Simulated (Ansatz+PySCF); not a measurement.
Two shapes of triplet C4H6.

Shape 1:

```xyz
10

C     0.0000    0.0000    0.0000
C     1.4143    0.0000    0.0000
C    -0.7072    1.2248    0.0000
C    -0.7072   -1.2248    0.0000
H     1.9765   -0.9363    0.0000
H     1.9765    0.9363    0.0000
H    -1.7991    1.2436    0.0000
H    -0.1774    2.1799    0.0000
H    -1.7991   -1.2436    0.0000
H    -0.1774   -2.1799    0.0000
```

Shape 2:

```xyz
10

C     0.0099    0.0436   -0.0224
C     1.3973   -0.0464    0.0074
C    -0.7281    1.2056   -0.0411
C    -0.6992   -1.2062    0.0457
H     1.9576   -0.8907   -0.0080
H     1.9867    0.9069   -0.0392
H    -1.7582    1.2712    0.0080
H    -0.1776    2.1782    0.0500
H    -1.8456   -1.2567   -0.0129
H    -0.1911   -2.1629   -0.0450
```

Basis set: def2-SVP (spherical functions). Charge 0, multiplicity 3.

Computed with Ansatz (development build ahead of 0.2.0); each method stands on the lowest determinant of its kind that the runs found.

Question: Which shape is lower in energy, and by how much in each method?

Answer:

```json
{"method": "ROHF", "E(2) − E(1) (eV)": "0.415"}
{"method": "PBE0 (restricted open-shell)", "E(2) − E(1) (eV)": "0.427"}
{"method": "PBE0 (unrestricted)", "E(2) − E(1) (eV)": "0.433"}
{"method": "ωB97X (restricted open-shell)", "E(2) − E(1) (eV)": "0.432"}
{"method": "ωB97X (unrestricted)", "E(2) − E(1) (eV)": "0.441"}
```

Shape 1 is lower. Caution for ROHF: an unrestricted determinant lies well below.
